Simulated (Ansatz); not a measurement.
Crystal: IO, rock salt type, 2 atoms in the cell.

Theory: PBE, plane waves, PAW datasets (generated soft set 1) (Ansatz).

Cutoff 420 eV; k-mesh 35×35×35 Γ-centred; Fermi–Dirac smearing of 0.0612 eV; no spin polarisation; no spin–orbit coupling.

Problem. What equilibrium volume, lattice constant and bulk modulus does this give?

Solution. V₀ = 19.006 Å³/atom (a₀ = 5.337 Å), B₀ = 75.4 GPa, B₀′ = 5.06. The points behind the fit:

| V (Å³/atom) | a (Å) | E − E(min) (meV/atom) | P (GPa) |
| --- | --- | --- | --- |
| 17.864 | 5.2283 | 18.28 | 5.46 |
| 18.245 | 5.2651 | 7.80 | 3.42 |
| 18.625 | 5.3014 | 1.88 | 1.61 |
| 19.005 | 5.3372 | 0.00 | 0.01 |
| 19.385 | 5.3726 | 1.70 | -1.42 |
| 19.765 | 5.4075 | 6.58 | -2.67 |
| 20.145 | 5.4419 | 14.27 | -3.78 |

The published all-electron PBE values for this crystal (mean of FLEUR and WIEN2k, k-spacing 0.06 Å⁻¹; Bosoni et al., Nat. Rev. Phys. 6, 45 (2024)) are V₀ = 19.006 Å³/atom, B₀ = 75.4 GPa, B₀′ = 5.09.

The stress includes the program's correction for the finite plane-wave basis.

This cubic structure is a model: it isn't the usual form of the substance at ambient conditions, and such phases are metastable or hypothetical. Spin polarisation is left out, and a magnetic state may lie lower.
